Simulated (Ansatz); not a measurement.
Process, species as SMILES: ClF (F-Cl) → ClF+ (doublet, bonded as FCl) + e-
B3LYP-D3(BJ)/def2-TZVP geometries, fixed; electronic energies without zero-point terms.

Effect of a fitting basis named in the input at HF/def2-TZVPP with Ansatz (a program for electronic structure), against the last row, where the adiabatic ionisation energy is 11.72 eV. Open shells are unrestricted. The default fits or decomposes integrals by the program's own choice; accuracy: high also tightens integrals, grids and stops.

```
setting                        largest shift of a total energy (mEh)  shift of the adiabatic ionisation energy (eV)
-----------------------------  -------------------------------------  ---------------------------------------------
fitting: def2-SV(P)-JKFIT                                      0.083                                          0.000
fitting: def2-universal-JKFIT                                  0.083                                          0.000
fitting: cc-pVTZ-JKFIT                                         0.151                                          0.001
fitting: cc-pVQZ-JKFIT                                         0.062                                          0.001
fitting: cc-pV5Z-JKFIT                                         0.058                                          0.001
accuracy: high                                                -0.004                                          0.000
accuracy: medium (default)                                     0.000                                          0.000
```

Within 0.002 eV in the adiabatic ionisation energy: fitting: def2-SV(P)-JKFIT; fitting: def2-universal-JKFIT; fitting: cc-pVTZ-JKFIT; fitting: cc-pVQZ-JKFIT; fitting: cc-pV5Z-JKFIT; accuracy: high. The largest shift is 0.151 mEh in a total energy and 0.001 eV in the difference.
